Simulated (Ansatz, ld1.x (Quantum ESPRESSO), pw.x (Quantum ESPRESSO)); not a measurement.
Ba (Z = 56): does the PAW potential hold in the solid?

ld1.x (Quantum ESPRESSO) 7.5 input, shortened:

```
&input
   title='Ba', zed=56., rel=1, dft='PW', iswitch=3,
   config='[Xe] 5d0 6s1.5 6p0.5'
 /
 &inputp
   pseudotype=3, lpaw=.true., tm=.true., lloc=-1, rcloc=4.35,
   nlcc=.false.,
   which_augfun='BESSEL', rmatch_augfun=1.95
 /
6
5S  1  0   2.00   0.00  2.35  3.10  0.0
6S  2  0   1.50   0.00  2.35  3.10  0.0
5P  2  1   6.00   0.00  2.90  3.25  0.0
6P  3  1   0.50   0.00  2.90  3.25  0.0
5D  3  2   0.00   0.00  3.45  4.45  0.0
5D  3  2   0.00   0.25  3.45  4.45  0.0
 &test
   configts(1)='5s2 5p6 5d0 6s1.5 6p0.5'
 /
```

Atomic tests: cutoffs needed: 10 Ry and 15 Ry (the cutoffs (Ry, on a coarse ladder) from which the occupation-weighted sum of valence levels, in a spherical-Bessel basis at the reference potential, stays within 10 and 1 mRy of its value at 400 Ry); ghost test: no extra level below or beside the all-electron valence levels (s, p, d, f tested) (spherical-Bessel basis up to 400 Ry, 20 bohr box); configuration tests: test run stopped at test 2 of 9 (negative rho), 1 before it not solved.

Crystal test: bcc Ba in pw.x 7.5, no spin, 10³ k-points, Fermi–Dirac smearing 0.01 Ry, cutoffs 40/320 Ry. The reference is all-electron LAPW (Ansatz 0.2.0) with the same functional, mesh and smearing; V0 and B0 come from Birch–Murnaghan fits to the pressures at five volumes. Errors are pseudo minus all-electron; Δ is the rms difference of the E(V) curves that follow from these fits, minima aligned, over ±6 % about the mean V0. Mesh and smearing are coarse, so the numbers serve the comparison and aren't converged zero-temperature values; the lattice is a test structure that the element need not adopt.

```tsv
V (Å³/atom)	P all-electron (GPa)	P pseudo (GPa)
51.208	0.58	1.61
52.555	0.29	1.17
53.903	0.02	0.79
55.251	-0.22	0.45
56.598	-0.44	0.14
```

All-electron: a0 = 4.763 Å (V0 = 54.03 Å³/atom), B0 = 10.0 GPa.

Pseudopotential: mean pressure error (GPa): +0.78. The pressure does not cross zero within the volumes sampled, so no fit is given. The largest radius (4.45 bohr) exceeds half the bond length (3.89 bohr), so the spheres overlap, which is one possible source of error among others. This is a poor potential for the solid. Atomic configuration tests: test run stopped at test 2 of 9 (negative rho), 1 before it not solved.

Task: At the middle volume, how do free energy and pressure move when the wave cutoff is lowered (ecutrho held at 320 Ry)?

Result:

```json
{"cutoff (Ry)": "18", "shift of F (meV/atom)": "+5.9", "shift of P (GPa)": "-0.06"}
{"cutoff (Ry)": "24", "shift of F (meV/atom)": "+1.5", "shift of P (GPa)": "+0.00"}
{"cutoff (Ry)": "32", "shift of F (meV/atom)": "+0.3", "shift of P (GPa)": "-0.00"}
```

The 8 pw.x runs together took about 2.7 min on one core of a shared server CPU.
